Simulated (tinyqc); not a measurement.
RKS/LDA (VWN5) in the sto-3g basis, for BH, spin multiplicity 1, step by step. One step of it, computed by the program tinyqc.

Question. Iteration 1: building the Kohn-Sham matrix. J_ij = sum D_kl (ij|kl); F = H + J + V_xc; E = tr D H + tr D J / 2 + E_xc + E_nn.

D at the start:
```
            1B 1s      1B 2s    1B 2px    1B 2py     1B 2pz      2H 1s
1B 1s    0.005083  -0.034923  0.000000  0.000000  -0.036664   0.116888
1B 2s   -0.034923   0.239919  0.000000  0.000000   0.251880  -0.803016
1B 2px   0.000000   0.000000  2.000000  0.000000   0.000000   0.000000
1B 2py   0.000000   0.000000  0.000000  2.000000   0.000000   0.000000
1B 2pz  -0.036664   0.251880  0.000000  0.000000   0.264438  -0.843051
2H 1s    0.116888  -0.803016  0.000000  0.000000  -0.843051   2.687724
```

core Hamiltonian H = T + V (hartree):
```
             1B 1s      1B 2s     1B 2px     1B 2py     1B 2pz      2H 1s
1B 1s   -12.678638  -3.283628   0.000000   0.000000  -0.012014  -0.428749
1B 2s    -3.283628  -3.766090   0.000000   0.000000  -0.115744  -1.122066
1B 2px    0.000000   0.000000  -2.944975   0.000000   0.000000   0.000000
1B 2py    0.000000   0.000000   0.000000  -2.944975   0.000000   0.000000
1B 2pz   -0.012014  -0.115744   0.000000   0.000000  -3.022781  -1.119458
2H 1s    -0.428749  -1.122066   0.000000   0.000000  -1.119458  -2.246457
```

Two-electron integrals (ij|kl) in chemists' order, unique and non-zero (hartree):
```
(11|11) 2.923513   (21|11) 0.518376   (21|21) 0.109262   (22|11) 0.744229
(22|21) 0.193177   (22|22) 0.544804   (31|31) 0.020264   (32|31) 0.029996
(32|32) 0.120346   (33|11) 0.742491   (33|21) 0.193240   (33|22) 0.544682
(33|33) 0.586773   (41|41) 0.020264   (42|41) 0.029996   (42|42) 0.120346
(43|43) 0.031630   (44|11) 0.742491   (44|21) 0.193240   (44|22) 0.544682
(44|33) 0.523513   (44|44) 0.586773   (51|51) 0.020264   (52|51) 0.029996
(52|52) 0.120346   (53|53) 0.031630   (54|54) 0.031630   (55|11) 0.742491
(55|21) 0.193240   (55|22) 0.544682   (55|33) 0.523513   (55|44) 0.523513
(55|55) 0.586773   (61|11) 0.066349   (61|21) 0.013943   (61|22) 0.024766
(61|33) 0.024655   (61|44) 0.024655   (61|51) 0.000975   (61|52) 0.001818
(61|55) 0.025000   (61|61) 0.001832   (62|11) 0.182534   (62|21) 0.048246
(62|22) 0.152720   (62|33) 0.148162   (62|44) 0.148162   (62|51) 0.005258
(62|52) 0.033983   (62|55) 0.161682   (62|61) 0.006571   (62|62) 0.062961
(63|31) 0.004492   (63|32) 0.021801   (63|53) 0.006096   (63|63) 0.006322
(64|41) 0.004492   (64|42) 0.021801   (64|54) 0.006096   (64|64) 0.006322
(65|11) 0.180484   (65|21) 0.048288   (65|22) 0.161204   (65|33) 0.152819
(65|44) 0.152819   (65|51) 0.008923   (65|52) 0.053953   (65|55) 0.177790
(65|61) 0.006842   (65|62) 0.077424   (65|65) 0.099590   (66|11) 0.355794
(66|21) 0.095689   (66|22) 0.344016   (66|33) 0.324724   (66|44) 0.324724
(66|51) 0.011495   (66|52) 0.101214   (66|55) 0.382105   (66|61) 0.013183
(66|62) 0.189747   (66|65) 0.251943   (66|66) 0.774606
```

nuclear repulsion = 1.78776085 hartree

V_xc (hartree):
```
            1B 1s      1B 2s     1B 2px     1B 2py     1B 2pz      2H 1s
1B 1s   -0.520350  -0.156638   0.000000   0.000000  -0.000589  -0.019664
1B 2s   -0.156638  -0.447635   0.000000   0.000000  -0.016968  -0.143681
1B 2px   0.000000   0.000000  -0.474425   0.000000   0.000000   0.000000
1B 2py   0.000000   0.000000   0.000000  -0.474425   0.000000   0.000000
1B 2pz  -0.000589  -0.016968   0.000000   0.000000  -0.395257  -0.162135
2H 1s   -0.019664  -0.143681   0.000000   0.000000  -0.162135  -0.518192
```

E_xc = sum of w rho eps_xc = -2.29651577 hartree

Give: Coulomb J; Kohn-Sham matrix F; total energy of this density.

Answer.

Coulomb J (hartree):
```
        1B 1s  1B 2s  1B 2px  1B 2py  1B 2pz  2H 1s
1B 1s   3.698  0.967   0.000   0.000   0.021  0.125
1B 2s   0.967  2.857   0.000   0.000   0.185  0.966
1B 2px  0.000  0.000   2.863   0.000   0.000  0.000
1B 2py  0.000  0.000   0.000   2.863   0.000  0.000
1B 2pz  0.021  0.185   0.000   0.000   2.844  1.108
2H 1s   0.125  0.966   0.000   0.000   1.108  2.883
```

Kohn-Sham matrix F (hartree):
```
         1B 1s   1B 2s  1B 2px  1B 2py  1B 2pz   2H 1s
1B 1s   -9.501  -2.473   0.000   0.000   0.009  -0.323
1B 2s   -2.473  -1.357   0.000   0.000   0.053  -0.300
1B 2px   0.000   0.000  -0.557   0.000   0.000   0.000
1B 2py   0.000   0.000   0.000  -0.557   0.000   0.000
1B 2pz   0.009   0.053   0.000   0.000  -0.574  -0.174
2H 1s   -0.323  -0.300   0.000   0.000  -0.174   0.119
```

total energy of this density = -7.68687 hartree

This density is the starting one.
